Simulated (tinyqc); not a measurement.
Worked calculation (part 1 of 2): UHF in the sto-3g basis, for BH, spin multiplicity 1. Computed by tinyqc, a small Python program that keeps every step (integrals from PySCF). Settings: charge = 0, multiplicity = 1, basis = sto-3g, energy threshold = 1e-10, iteration cap = 60, orthogonalisation = symmetric, start = core, DIIS depth = 0, method = UHF, break = 0.2. Command: `OMP_NUM_THREADS=1 python tinyqc.py 30919 30920 out.jsonl` (the two numbers bound the seeds that draw the settings). One thread of a shared host (Intel(R) Xeon(R) Processor @ 2.60GHz), about 0.1 s of CPU time with the checks. Later iterations appear only in the table of the cycle.

## One-electron integrals

Geometry (angstrom):
```
atom       x       y       z
B     0.0000  0.0000  0.0000
H     0.0000  0.0000  1.5270
```

Basis sto-3g: exponents (1/bohr^2) and contraction coefficients of normalised primitives:
```
element  l (shell)  exponent  coefficient
B            s (1)   48.7911       0.1543
B            s (1)    8.8874       0.5353
B            s (1)    2.4053       0.4446
B            s (2)    2.2370      -0.1000
B            s (2)    0.5198       0.3995
B            s (2)    0.1691       0.7001
B            p (3)    2.2370       0.1559
B            p (3)    0.5198       0.6077
B            p (3)    0.1691       0.3920
H            s (1)    3.4253       0.1543
H            s (1)    0.6239       0.5353
H            s (1)    0.1689       0.4446
```

Overlap, kinetic and nuclear-attraction integrals over the contracted functions; the nuclear repulsion is the sum of Za Zb / Rab.

nuclear repulsion = 1.732735 hartree

overlap S, order 1B 1s, 1B 2s, 1B 2px, 1B 2py, 1B 2pz, 2H 1s:
```
[[1.0000, 0.2693, 0.0000, 0.0000, 0.0000, 0.0313],
 [0.2693, 1.0000, 0.0000, 0.0000, 0.0000, 0.3184],
 [0.0000, 0.0000, 1.0000, 0.0000, 0.0000, 0.0000],
 [0.0000, 0.0000, 0.0000, 1.0000, 0.0000, 0.0000],
 [0.0000, 0.0000, 0.0000, 0.0000, 1.0000, 0.3640],
 [0.0313, 0.3184, 0.0000, 0.0000, 0.3640, 1.0000]]
```

kinetic energy T (hartree), order 1B 1s, 1B 2s, 1B 2px, 1B 2py, 1B 2pz, 2H 1s:
```
[[10.8263, -0.0480, 0.0000, 0.0000, 0.0000, -0.0091],
 [-0.0480, 0.3592, 0.0000, 0.0000, 0.0000, 0.0262],
 [0.0000, 0.0000, 1.1239, 0.0000, 0.0000, 0.0000],
 [0.0000, 0.0000, 0.0000, 1.1239, 0.0000, 0.0000],
 [0.0000, 0.0000, 0.0000, 0.0000, 1.1239, 0.0971],
 [-0.0091, 0.0262, 0.0000, 0.0000, 0.0971, 0.7600]]
```

nuclear attraction V (hartree), order 1B 1s, 1B 2s, 1B 2px, 1B 2py, 1B 2pz, 2H 1s:
```
[[-23.4939, -3.2327, 0.0000, 0.0000, -0.0113, -0.3771],
 [-3.2327, -4.1151, 0.0000, 0.0000, -0.1098, -1.0697],
 [0.0000, 0.0000, -4.0605, 0.0000, 0.0000, 0.0000],
 [0.0000, 0.0000, 0.0000, -4.0605, 0.0000, 0.0000],
 [-0.0113, -0.1098, 0.0000, 0.0000, -4.1328, -1.1518],
 [-0.3771, -1.0697, 0.0000, 0.0000, -1.1518, -2.9531]]
```

core Hamiltonian H = T + V (hartree), order 1B 1s, 1B 2s, 1B 2px, 1B 2py, 1B 2pz, 2H 1s:
```
[[-12.6676, -3.2807, 0.0000, 0.0000, -0.0113, -0.3862],
 [-3.2807, -3.7559, 0.0000, 0.0000, -0.1098, -1.0435],
 [0.0000, 0.0000, -2.9366, 0.0000, 0.0000, 0.0000],
 [0.0000, 0.0000, 0.0000, -2.9366, 0.0000, 0.0000],
 [-0.0113, -0.1098, 0.0000, 0.0000, -3.0090, -1.0548],
 [-0.3862, -1.0435, 0.0000, 0.0000, -1.0548, -2.1931]]
```

## Two-electron integrals

Functions are numbered as in S; the eight-fold symmetry (ij|kl) = (ji|kl) = (kl|ij) leaves the list below.

Two-electron integrals (ij|kl) in chemists' order, unique and non-zero (hartree):
```
(11|11) 2.9235   (21|11) 0.5184   (21|21) 0.1093   (22|11) 0.7442
(22|21) 0.1932   (22|22) 0.5448   (31|31) 0.0203   (32|31) 0.0300
(32|32) 0.1203   (33|11) 0.7425   (33|21) 0.1932   (33|22) 0.5447
(33|33) 0.5868   (41|41) 0.0203   (42|41) 0.0300   (42|42) 0.1203
(43|43) 0.0316   (44|11) 0.7425   (44|21) 0.1932   (44|22) 0.5447
(44|33) 0.5235   (44|44) 0.5868   (51|51) 0.0203   (52|51) 0.0300
(52|52) 0.1203   (53|53) 0.0316   (54|54) 0.0316   (55|11) 0.7425
(55|21) 0.1932   (55|22) 0.5447   (55|33) 0.5235   (55|44) 0.5235
(55|55) 0.5868   (61|11) 0.0598   (61|21) 0.0126   (61|22) 0.0223
(61|33) 0.0222   (61|44) 0.0222   (61|51) 0.0009   (61|52) 0.0016
(61|55) 0.0225   (61|61) 0.0015   (62|11) 0.1691   (62|21) 0.0447
(62|22) 0.1422   (62|33) 0.1379   (62|44) 0.1379   (62|51) 0.0049
(62|52) 0.0318   (62|55) 0.1506   (62|61) 0.0055   (62|62) 0.0554
(63|31) 0.0041   (63|32) 0.0200   (63|53) 0.0057   (63|63) 0.0055
(64|41) 0.0041   (64|42) 0.0200   (64|54) 0.0057   (64|64) 0.0055
(65|11) 0.1692   (65|21) 0.0453   (65|22) 0.1518   (65|33) 0.1439
(65|44) 0.1439   (65|51) 0.0082   (65|52) 0.0503   (65|55) 0.1673
(65|61) 0.0058   (65|62) 0.0688   (65|65) 0.0892   (66|11) 0.3452
(66|21) 0.0928   (66|22) 0.3352   (66|33) 0.3168   (66|44) 0.3168
(66|51) 0.0109   (66|52) 0.0973   (66|55) 0.3716   (66|61) 0.0115
(66|62) 0.1766   (66|65) 0.2366   (66|66) 0.7746
```

## Orthogonalisation

S = U s U^T; symmetric (Loewdin) form X = U s^(-1/2) U^T, so that X^T S X = 1.

eigenvalues of S: [0.4902, 0.8002, 1.0000, 1.0000, 1.1771, 1.5325]

X, order 1B 1s, 1B 2s, 1B 2px, 1B 2py, 1B 2pz, 2H 1s:
```
[[1.0297, -0.1478, 0.0000, 0.0000, -0.0073, 0.0219],
 [-0.1478, 1.0781, 0.0000, 0.0000, 0.0546, -0.1936],
 [0.0000, 0.0000, 1.0000, 0.0000, 0.0000, 0.0000],
 [0.0000, 0.0000, 0.0000, 1.0000, 0.0000, 0.0000],
 [-0.0073, 0.0546, 0.0000, 0.0000, 1.0603, -0.2151],
 [0.0219, -0.1936, 0.0000, 0.0000, -0.2151, 1.1075]]
```

## Starting guess

The start is the orbitals of the core Hamiltonian, with HOMO and LUMO mixed by +/-0.2 rad for the two spins; D(s) = C_occ C_occ^T for each spin.

D(alpha) at the start, order 1B 1s, 1B 2s, 1B 2px, 1B 2py, 1B 2pz, 2H 1s:
```
[[1.0798, -0.2984, 0.0044, 0.0259, -0.0168, 0.0236],
 [-0.2984, 1.1136, -0.0170, -0.1009, 0.0713, -0.0784],
 [0.0044, -0.0170, 0.0011, 0.0065, 0.0281, -0.0013],
 [0.0259, -0.1009, 0.0065, 0.0384, 0.1668, -0.0079],
 [-0.0168, 0.0713, 0.0281, 0.1668, 1.0314, -0.0937],
 [0.0236, -0.0784, -0.0013, -0.0079, -0.0937, 0.0132]]
```

D(beta) at the start, order 1B 1s, 1B 2s, 1B 2px, 1B 2py, 1B 2pz, 2H 1s:
```
[[1.0798, -0.2984, -0.0044, -0.0259, -0.0168, 0.0236],
 [-0.2984, 1.1136, 0.0170, 0.1009, 0.0713, -0.0784],
 [-0.0044, 0.0170, 0.0011, 0.0065, -0.0281, 0.0013],
 [-0.0259, 0.1009, 0.0065, 0.0384, -0.1668, 0.0079],
 [-0.0168, 0.0713, -0.0281, -0.1668, 1.0314, -0.0937],
 [0.0236, -0.0784, 0.0013, 0.0079, -0.0937, 0.0132]]
```

## Iteration 1: building the Fock matrix

J_ij = sum D_kl (ij|kl) with D = D(alpha) + D(beta), K_ij = sum D_kl (ik|jl) for each spin; F = H + J - K(s); E = tr D H + tr D J / 2 - 0.5 sum_s tr D(s) K(s) + E_nn.

Coulomb J (hartree), order 1B 1s, 1B 2s, 1B 2px, 1B 2py, 1B 2pz, 2H 1s:
```
[[8.8408, 1.8058, 0.0000, 0.0000, 0.0030, 0.2091],
 [1.8058, 3.6660, 0.0000, 0.0000, 0.0062, 0.9207],
 [0.0000, 0.0000, 3.6205, 0.0008, 0.0000, 0.0000],
 [0.0000, 0.0000, 0.0008, 3.6252, 0.0000, 0.0000],
 [0.0030, 0.0062, 0.0000, 0.0000, 3.7396, 0.9715],
 [0.2091, 0.9207, 0.0000, 0.0000, 0.9715, 2.0771]]
```

exchange K(alpha) (hartree), order 1B 1s, 1B 2s, 1B 2px, 1B 2py, 1B 2pz, 2H 1s:
```
[[2.9915, 0.5508, -0.0005, -0.0030, 0.0006, 0.0686],
 [0.5508, 0.7128, -0.0105, -0.0626, 0.0126, 0.1753],
 [-0.0005, -0.0105, 0.1685, 0.0036, 0.0154, 0.0012],
 [-0.0030, -0.0626, 0.0036, 0.1892, 0.0914, 0.0072],
 [0.0006, 0.0126, 0.0154, 0.0914, 0.7068, 0.1683],
 [0.0686, 0.1753, 0.0012, 0.0072, 0.1683, 0.1006]]
```

exchange K(beta) (hartree), order 1B 1s, 1B 2s, 1B 2px, 1B 2py, 1B 2pz, 2H 1s:
```
[[2.9915, 0.5508, 0.0005, 0.0030, 0.0006, 0.0686],
 [0.5508, 0.7128, 0.0105, 0.0626, 0.0126, 0.1753],
 [0.0005, 0.0105, 0.1685, 0.0036, -0.0154, -0.0012],
 [0.0030, 0.0626, 0.0036, 0.1892, -0.0914, -0.0072],
 [0.0006, 0.0126, -0.0154, -0.0914, 0.7068, 0.1683],
 [0.0686, 0.1753, -0.0012, -0.0072, 0.1683, 0.1006]]
```

F(alpha) (hartree), order 1B 1s, 1B 2s, 1B 2px, 1B 2py, 1B 2pz, 2H 1s:
```
[[-6.8183, -2.0256, 0.0005, 0.0030, -0.0089, -0.2457],
 [-2.0256, -0.8027, 0.0105, 0.0626, -0.1161, -0.2981],
 [0.0005, 0.0105, 0.5154, -0.0028, -0.0154, -0.0012],
 [0.0030, 0.0626, -0.0028, 0.4994, -0.0914, -0.0072],
 [-0.0089, -0.1161, -0.0154, -0.0914, 0.0239, -0.2516],
 [-0.2457, -0.2981, -0.0012, -0.0072, -0.2516, -0.2166]]
```

F(beta) (hartree), order 1B 1s, 1B 2s, 1B 2px, 1B 2py, 1B 2pz, 2H 1s:
```
[[-6.8183, -2.0256, -0.0005, -0.0030, -0.0089, -0.2457],
 [-2.0256, -0.8027, -0.0105, -0.0626, -0.1161, -0.2981],
 [-0.0005, -0.0105, 0.5154, -0.0028, 0.0154, 0.0012],
 [-0.0030, -0.0626, -0.0028, 0.4994, 0.0914, 0.0072],
 [-0.0089, -0.1161, 0.0154, 0.0914, 0.0239, -0.2516],
 [-0.2457, -0.2981, 0.0012, 0.0072, -0.2516, -0.2166]]
```

total energy of this density = -24.074360 hartree

## Iteration 1: diagonalisation and new density

Diagonalise F' = X^T F X, C = X C', fill 3 alpha and 3 beta electrons from the bottom; D(s) = C_occ C_occ^T. Each column has its largest component positive (the first on a tie).

F' = X^T F X (alpha) (hartree):
```
[[-6.6402, -1.0918, -0.0009, -0.0056, -0.0106, -0.0006],
 [-1.0918, -0.3423, 0.0107, 0.0634, -0.0429, -0.1937],
 [-0.0009, 0.0107, 0.5154, -0.0028, -0.0155, -0.0001],
 [-0.0056, 0.0634, -0.0028, 0.4994, -0.0920, -0.0003],
 [-0.0106, -0.0429, -0.0155, -0.0920, 0.1234, -0.2590],
 [-0.0006, -0.1937, -0.0001, -0.0003, -0.2590, -0.0545]]
```

orbital energies (alpha) (hartree): [-6.8244, -0.3857, -0.0437, 0.3065, 0.5158, 0.5325]

coefficients C (alpha), order 1B 1s, 1B 2s, 1B 2px, 1B 2py, 1B 2pz, 2H 1s:
```
[[0.9909, -0.1930, -0.2344, -0.0908, 0.0000, -0.0193],
 [0.0327, 0.5798, 0.8463, 0.4108, 0.0000, 0.0486],
 [-0.0001, -0.0008, -0.0295, 0.0432, 0.9861, 0.1575],
 [-0.0006, -0.0046, -0.1753, 0.2569, -0.1659, 0.9358],
 [0.0037, 0.3041, -0.4327, 0.8884, 0.0000, -0.3235],
 [-0.0057, 0.5341, -0.4621, -0.8868, 0.0000, 0.1595]]
```

F' = X^T F X (beta) (hartree):
```
[[-6.6402, -1.0918, 0.0009, 0.0056, -0.0106, -0.0006],
 [-1.0918, -0.3423, -0.0107, -0.0634, -0.0429, -0.1937],
 [0.0009, -0.0107, 0.5154, -0.0028, 0.0155, 0.0001],
 [0.0056, -0.0634, -0.0028, 0.4994, 0.0920, 0.0003],
 [-0.0106, -0.0429, 0.0155, 0.0920, 0.1234, -0.2590],
 [-0.0006, -0.1937, 0.0001, 0.0003, -0.2590, -0.0545]]
```

orbital energies (beta) (hartree): [-6.8244, -0.3857, -0.0437, 0.3065, 0.5158, 0.5325]

coefficients C (beta), order 1B 1s, 1B 2s, 1B 2px, 1B 2py, 1B 2pz, 2H 1s:
```
[[0.9909, -0.1930, -0.2344, -0.0908, 0.0000, 0.0193],
 [0.0327, 0.5798, 0.8463, 0.4108, 0.0000, -0.0486],
 [0.0001, 0.0008, 0.0295, -0.0432, 0.9861, 0.1575],
 [0.0006, 0.0046, 0.1753, -0.2569, -0.1659, 0.9358],
 [0.0037, 0.3041, -0.4327, 0.8884, 0.0000, 0.3235],
 [-0.0057, 0.5341, -0.4621, -0.8868, 0.0000, -0.1595]]
```

D(alpha) after iteration 1, order 1B 1s, 1B 2s, 1B 2px, 1B 2py, 1B 2pz, 2H 1s:
```
[[1.0741, -0.2779, 0.0070, 0.0413, 0.0464, -0.0004],
 [-0.2779, 1.0536, -0.0254, -0.1510, -0.1898, -0.0816],
 [0.0070, -0.0254, 0.0009, 0.0052, 0.0125, 0.0132],
 [0.0413, -0.1510, 0.0052, 0.0307, 0.0745, 0.0786],
 [0.0464, -0.1898, 0.0125, 0.0745, 0.2798, 0.3624],
 [-0.0004, -0.0816, 0.0132, 0.0786, 0.3624, 0.4988]]
```

D(beta) after iteration 1, order 1B 1s, 1B 2s, 1B 2px, 1B 2py, 1B 2pz, 2H 1s:
```
[[1.0741, -0.2779, -0.0070, -0.0413, 0.0464, -0.0004],
 [-0.2779, 1.0536, 0.0254, 0.1510, -0.1898, -0.0816],
 [-0.0070, 0.0254, 0.0009, 0.0052, -0.0125, -0.0132],
 [-0.0413, 0.1510, 0.0052, 0.0307, -0.0745, -0.0786],
 [0.0464, -0.1898, -0.0125, -0.0745, 0.2798, 0.3624],
 [-0.0004, -0.0816, -0.0132, -0.0786, 0.3624, 0.4988]]
```

## Iteration 2: building the Fock matrix

As before.

Coulomb J (hartree), order 1B 1s, 1B 2s, 1B 2px, 1B 2py, 1B 2pz, 2H 1s:
```
[[8.2691, 1.6632, 0.0000, 0.0000, 0.0022, 0.1926],
 [1.6632, 3.3792, 0.0000, 0.0000, 0.0738, 0.9408],
 [0.0000, 0.0000, 3.3337, 0.0007, 0.0000, 0.0000],
 [0.0000, 0.0000, 0.0007, 3.3375, 0.0000, 0.0000],
 [0.0022, 0.0738, 0.0000, 0.0000, 3.4534, 1.0419],
 [0.1926, 0.9408, 0.0000, 0.0000, 1.0419, 2.5588]]
```

exchange K(alpha) (hartree), order 1B 1s, 1B 2s, 1B 2px, 1B 2py, 1B 2pz, 2H 1s:
```
[[2.9728, 0.5320, 0.0000, -0.0001, 0.0031, 0.0653],
 [0.5320, 0.6489, -0.0133, -0.0788, -0.0237, 0.2431],
 [0.0000, -0.0133, 0.1458, 0.0029, 0.0089, 0.0023],
 [-0.0001, -0.0788, 0.0029, 0.1623, 0.0531, 0.0137],
 [0.0031, -0.0237, 0.0089, 0.0531, 0.4546, 0.3144],
 [0.0653, 0.2431, 0.0023, 0.0137, 0.3144, 0.5855]]
```

exchange K(beta) (hartree), order 1B 1s, 1B 2s, 1B 2px, 1B 2py, 1B 2pz, 2H 1s:
```
[[2.9728, 0.5320, 0.0000, 0.0001, 0.0031, 0.0653],
 [0.5320, 0.6489, 0.0133, 0.0788, -0.0237, 0.2431],
 [0.0000, 0.0133, 0.1458, 0.0029, -0.0089, -0.0023],
 [0.0001, 0.0788, 0.0029, 0.1623, -0.0531, -0.0137],
 [0.0031, -0.0237, -0.0089, -0.0531, 0.4546, 0.3144],
 [0.0653, 0.2431, -0.0023, -0.0137, 0.3144, 0.5855]]
```

F(alpha) (hartree), order 1B 1s, 1B 2s, 1B 2px, 1B 2py, 1B 2pz, 2H 1s:
```
[[-7.3713, -2.1495, 0.0000, 0.0001, -0.0123, -0.2589],
 [-2.1495, -1.0256, 0.0133, 0.0788, -0.0122, -0.3457],
 [0.0000, 0.0133, 0.2514, -0.0022, -0.0089, -0.0023],
 [0.0001, 0.0788, -0.0022, 0.2386, -0.0531, -0.0137],
 [-0.0123, -0.0122, -0.0089, -0.0531, -0.0101, -0.3272],
 [-0.2589, -0.3457, -0.0023, -0.0137, -0.3272, -0.2198]]
```

F(beta) (hartree), order 1B 1s, 1B 2s, 1B 2px, 1B 2py, 1B 2pz, 2H 1s:
```
[[-7.3713, -2.1495, 0.0000, -0.0001, -0.0123, -0.2589],
 [-2.1495, -1.0256, -0.0133, -0.0788, -0.0122, -0.3457],
 [0.0000, -0.0133, 0.2514, -0.0022, 0.0089, 0.0023],
 [-0.0001, -0.0788, -0.0022, 0.2386, 0.0531, 0.0137],
 [-0.0123, -0.0122, 0.0089, 0.0531, -0.0101, -0.3272],
 [-0.2589, -0.3457, 0.0023, 0.0137, -0.3272, -0.2198]]
```

total energy of this density = -24.709614 hartree

## Iteration 2: diagonalisation and new density

As before.

F' = X^T F X (alpha) (hartree):
```
[[-7.1938, -1.1142, -0.0019, -0.0114, -0.0320, 0.0035],
 [-1.1142, -0.5412, 0.0143, 0.0847, 0.0904, -0.2402],
 [-0.0019, 0.0143, 0.2514, -0.0022, -0.0083, -0.0032],
 [-0.0114, 0.0847, -0.0022, 0.2386, -0.0490, -0.0190],
 [-0.0320, 0.0904, -0.0083, -0.0490, 0.1320, -0.3679],
 [0.0035, -0.2402, -0.0032, -0.0190, -0.3679, -0.0031]]
```

orbital energies (alpha) (hartree): [-7.3756, -0.4980, -0.2503, 0.2518, 0.2574, 0.4986]

coefficients C (alpha), order 1B 1s, 1B 2s, 1B 2px, 1B 2py, 1B 2pz, 2H 1s:
```
[[0.9926, -0.2508, -0.1513, 0.0000, -0.0451, 0.0984],
 [0.0270, 0.8083, 0.5877, 0.0000, 0.1644, -0.4451],
 [0.0000, -0.0119, -0.0289, 0.9861, 0.1630, 0.0005],
 [-0.0003, -0.0706, -0.1715, -0.1659, 0.9685, 0.0032],
 [0.0032, 0.1209, -0.5626, 0.0000, -0.0878, -0.9137],
 [-0.0047, 0.3841, -0.5551, 0.0000, -0.0733, 0.9218]]
```

F' = X^T F X (beta) (hartree):
```
[[-7.1938, -1.1142, 0.0019, 0.0114, -0.0320, 0.0035],
 [-1.1142, -0.5412, -0.0143, -0.0847, 0.0904, -0.2402],
 [0.0019, -0.0143, 0.2514, -0.0022, 0.0083, 0.0032],
 [0.0114, -0.0847, -0.0022, 0.2386, 0.0490, 0.0190],
 [-0.0320, 0.0904, 0.0083, 0.0490, 0.1320, -0.3679],
 [0.0035, -0.2402, 0.0032, 0.0190, -0.3679, -0.0031]]
```

orbital energies (beta) (hartree): [-7.3756, -0.4980, -0.2503, 0.2518, 0.2574, 0.4986]

coefficients C (beta), order 1B 1s, 1B 2s, 1B 2px, 1B 2py, 1B 2pz, 2H 1s:
```
[[0.9926, -0.2508, -0.1513, 0.0000, 0.0451, 0.0984],
 [0.0270, 0.8083, 0.5877, 0.0000, -0.1644, -0.4451],
 [0.0000, 0.0119, 0.0289, 0.9861, 0.1630, -0.0005],
 [0.0003, 0.0706, 0.1715, -0.1659, 0.9685, -0.0032],
 [0.0032, 0.1209, -0.5626, 0.0000, 0.0878, -0.9137],
 [-0.0047, 0.3841, -0.5551, 0.0000, 0.0733, 0.9218]]
```

D(alpha) after iteration 2, order 1B 1s, 1B 2s, 1B 2px, 1B 2py, 1B 2pz, 2H 1s:
```
[[1.0710, -0.2649, 0.0073, 0.0434, 0.0579, -0.0170],
 [-0.2649, 0.9995, -0.0266, -0.1579, -0.2328, -0.0158],
 [0.0073, -0.0266, 0.0010, 0.0058, 0.0148, 0.0115],
 [0.0434, -0.1579, 0.0058, 0.0344, 0.0879, 0.0680],
 [0.0579, -0.2328, 0.0148, 0.0879, 0.3311, 0.3587],
 [-0.0170, -0.0158, 0.0115, 0.0680, 0.3587, 0.4557]]
```

D(beta) after iteration 2, order 1B 1s, 1B 2s, 1B 2px, 1B 2py, 1B 2pz, 2H 1s:
```
[[1.0710, -0.2649, -0.0073, -0.0434, 0.0579, -0.0170],
 [-0.2649, 0.9995, 0.0266, 0.1579, -0.2328, -0.0158],
 [-0.0073, 0.0266, 0.0010, 0.0058, -0.0148, -0.0115],
 [-0.0434, 0.1579, 0.0058, 0.0344, -0.0879, -0.0680],
 [0.0579, -0.2328, -0.0148, -0.0879, 0.3311, 0.3587],
 [-0.0170, -0.0158, -0.0115, -0.0680, 0.3587, 0.4557]]
```

## Iteration 57 (converged): orbitals

converged F(alpha) (hartree), order 1B 1s, 1B 2s, 1B 2px, 1B 2py, 1B 2pz, 2H 1s:
```
[[-7.3484, -2.1481, 0.0001, 0.0006, -0.0142, -0.2585],
 [-2.1481, -0.9866, 0.0259, 0.1542, -0.0192, -0.3594],
 [0.0001, 0.0259, 0.2669, -0.0084, -0.0172, -0.0023],
 [0.0006, 0.1542, -0.0084, 0.2185, -0.1021, -0.0134],
 [-0.0142, -0.0192, -0.0172, -0.1021, -0.0107, -0.3292],
 [-0.2585, -0.3594, -0.0023, -0.0134, -0.3292, -0.2369]]
```

converged F(beta) (hartree), order 1B 1s, 1B 2s, 1B 2px, 1B 2py, 1B 2pz, 2H 1s:
```
[[-7.3484, -2.1481, -0.0001, -0.0006, -0.0142, -0.2585],
 [-2.1481, -0.9866, -0.0259, -0.1542, -0.0192, -0.3594],
 [-0.0001, -0.0259, 0.2669, -0.0084, 0.0172, 0.0023],
 [-0.0006, -0.1542, -0.0084, 0.2185, 0.1021, 0.0134],
 [-0.0142, -0.0192, 0.0172, 0.1021, -0.0107, -0.3292],
 [-0.2585, -0.3594, 0.0023, 0.0134, -0.3292, -0.2369]]
```

As before.

F' = X^T F X (alpha) (hartree):
```
[[-7.1689, -1.1231, -0.0037, -0.0218, -0.0338, 0.0075],
 [-1.1231, -0.4915, 0.0275, 0.1632, 0.0879, -0.2601],
 [-0.0037, 0.0275, 0.2669, -0.0084, -0.0163, -0.0038],
 [-0.0218, 0.1632, -0.0084, 0.2185, -0.0970, -0.0228],
 [-0.0338, 0.0879, -0.0163, -0.0970, 0.1312, -0.3665],
 [0.0075, -0.2601, -0.0038, -0.0228, -0.3665, -0.0164]]
```

orbital energies (alpha) (hartree): [-7.3530, -0.4979, -0.2672, 0.2683, 0.2879, 0.5017]

coefficients C (alpha), order 1B 1s, 1B 2s, 1B 2px, 1B 2py, 1B 2pz, 2H 1s:
```
[[0.9924, -0.2402, -0.1462, 0.0000, -0.0881, 0.1055],
 [0.0277, 0.7645, 0.5643, 0.0000, 0.3201, -0.4676],
 [-0.0001, -0.0234, -0.0524, 0.9861, 0.1556, 0.0050],
 [-0.0006, -0.1391, -0.3115, -0.1659, 0.9248, 0.0298],
 [0.0035, 0.1229, -0.5582, 0.0000, -0.1402, -0.9096],
 [-0.0049, 0.4269, -0.5143, 0.0000, -0.1386, 0.9191]]
```

F' = X^T F X (beta) (hartree):
```
[[-7.1689, -1.1231, 0.0037, 0.0218, -0.0338, 0.0075],
 [-1.1231, -0.4915, -0.0275, -0.1632, 0.0879, -0.2601],
 [0.0037, -0.0275, 0.2669, -0.0084, 0.0163, 0.0038],
 [0.0218, -0.1632, -0.0084, 0.2185, 0.0970, 0.0228],
 [-0.0338, 0.0879, 0.0163, 0.0970, 0.1312, -0.3665],
 [0.0075, -0.2601, 0.0038, 0.0228, -0.3665, -0.0164]]
```

orbital energies (beta) (hartree): [-7.3530, -0.4979, -0.2672, 0.2683, 0.2879, 0.5017]

coefficients C (beta), order 1B 1s, 1B 2s, 1B 2px, 1B 2py, 1B 2pz, 2H 1s:
```
[[0.9924, -0.2402, -0.1462, 0.0000, 0.0881, 0.1055],
 [0.0277, 0.7645, 0.5643, 0.0000, -0.3201, -0.4676],
 [0.0001, 0.0234, 0.0524, 0.9861, 0.1556, -0.0050],
 [0.0006, 0.1391, 0.3115, -0.1659, 0.9248, -0.0298],
 [0.0035, 0.1229, -0.5582, 0.0000, 0.1402, -0.9096],
 [-0.0049, 0.4269, -0.5143, 0.0000, 0.1386, 0.9191]]
```

D(alpha) after iteration 57, order 1B 1s, 1B 2s, 1B 2px, 1B 2py, 1B 2pz, 2H 1s:
```
[[1.0638, -0.2386, 0.0132, 0.0783, 0.0556, -0.0322],
 [-0.2386, 0.9036, -0.0475, -0.2821, -0.2209, 0.0360],
 [0.0132, -0.0475, 0.0033, 0.0196, 0.0264, 0.0170],
 [0.0783, -0.2821, 0.0196, 0.1164, 0.1568, 0.1008],
 [0.0556, -0.2209, 0.0264, 0.1568, 0.3267, 0.3395],
 [-0.0322, 0.0360, 0.0170, 0.1008, 0.3395, 0.4467]]
```

D(beta) after iteration 57, order 1B 1s, 1B 2s, 1B 2px, 1B 2py, 1B 2pz, 2H 1s:
```
[[1.0638, -0.2386, -0.0132, -0.0783, 0.0556, -0.0322],
 [-0.2386, 0.9036, 0.0475, 0.2821, -0.2209, 0.0360],
 [-0.0132, 0.0475, 0.0033, 0.0196, -0.0264, -0.0170],
 [-0.0783, 0.2821, 0.0196, 0.1164, -0.1568, -0.1008],
 [0.0556, -0.2209, -0.0264, -0.1568, 0.3267, 0.3395],
 [-0.0322, 0.0360, -0.0170, -0.1008, 0.3395, 0.4467]]
```
